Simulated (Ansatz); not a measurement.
C3H7FO, SMILES `OCCCF` at its PBE0-D4/def2-TZVP geometry, where that method's forces vanish. Total charge 0; spin multiplicity 1.

| atom | x (Å) | y (Å) | z (Å) |
| --- | --- | --- | --- |
| O1 | -0.544 | 1.995 | -0.699 |
| C2 | 0.223 | 0.987 | -0.073 |
| C3 | -0.508 | -0.325 | -0.243 |
| C4 | 0.234 | -1.493 | 0.347 |
| F5 | 0.364 | -1.344 | 1.721 |
| H6 | -0.137 | 2.845 | -0.522 |
| H7 | 0.359 | 1.197 | 0.995 |
| H8 | 1.222 | 0.913 | -0.528 |
| H9 | -0.657 | -0.515 | -1.312 |
| H10 | -1.500 | -0.250 | 0.211 |
| H11 | 1.245 | -1.579 | -0.066 |
| H12 | -0.300 | -2.431 | 0.168 |

(1) For each bond, give half the difference of the two atoms' forces along it (eV/Å; positive pushes the atoms apart) under PBE-D4, r2SCAN-D4, B3LYP-D4, ωB97M-V in def2-TZVPP. (Estimate.)

Answers

(1) Computed: 
```tsv
bond	length (Å)	PBE-D4	r2SCAN-D4	B3LYP-D4	ωB97M-V
O1–C2	1.413	0.32	0.31	0.33	0.28
O1–H6	0.959	0.37	0.01	-0.05	-0.10
C2–C3	1.511	0.00	0.05	0.10	0.10
C2–H7	1.097	0.07	-0.08	-0.14	-0.15
C2–H8	1.100	0.08	-0.07	-0.12	-0.14
C3–C4	1.505	-0.06	0.02	0.09	0.12
C3–H9	1.095	0.10	-0.03	-0.09	-0.10
C3–H10	1.094	0.12	-0.04	-0.10	-0.11
C4–F5	1.388	0.52	0.35	0.41	0.27
C4–H11	1.096	0.09	-0.07	-0.14	-0.14
C4–H12	1.093	0.07	-0.08	-0.16	-0.15
```

B3LYP here is the variant with VWN-RPA as its local correlation; programs differ in this.
